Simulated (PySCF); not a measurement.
Compound: C₃H₂FNS.
SMILES with atom numbers: `[F:1][c:2]1[cH:3][s:4][cH:5][n:6]1` (hydrogens: H7 on C3; H8 on C5)

Theory: MP2 and CCSD/aug-cc-pVDZ in PySCF, restricted Hartree–Fock reference, frozen core, non-relativistic, gas phase, PBE0-D3(BJ)/def2-SVP geometry.

E(HF) = -666.19350 Eh.

(1) How large is the problem?

(2) What are the MP2 and CCSD correlation energies?

(3) What is the T1 diagnostic?

(4) How does correlation change the dipole moment?

## Answers

(1) 160 basis functions and 52 electrons; 10 orbitals frozen, which leaves o = 16 correlated occupied and v = 134 virtual orbitals. That is o·v = 2144 singles and o·v(o·v + 1)/2 = 2299440 distinct closed-shell doubles amplitudes before symmetry; the costliest CCSD step grows as o²v⁴ = 8.3 × 10^10.

(2) MP2 -0.9115 Eh and CCSD -0.9319 Eh, which gives totals of -667.10496 and -667.12541 Eh. That is 0.792 eV for each correlated electron at CCSD (2447 kJ/mol in all, 0.140 % of the total energy); MP2 gives 97.8 % of the CCSD value.

(3) 0.0155, below the customary warning level of 0.02. It is the norm of the spatial-orbital singles amplitudes over the root of the number of correlated electrons, so the norm is 0.088.

(4) HF gives 2.67 D and CCSD (unrelaxed density) 2.55 D, a change of -0.12 D.

No triples correction and no basis-set extrapolation were made.

The job also held the EOM ionisation roots. On x86-64 server, one thread (shared host), this took 4.2 min of wall time.
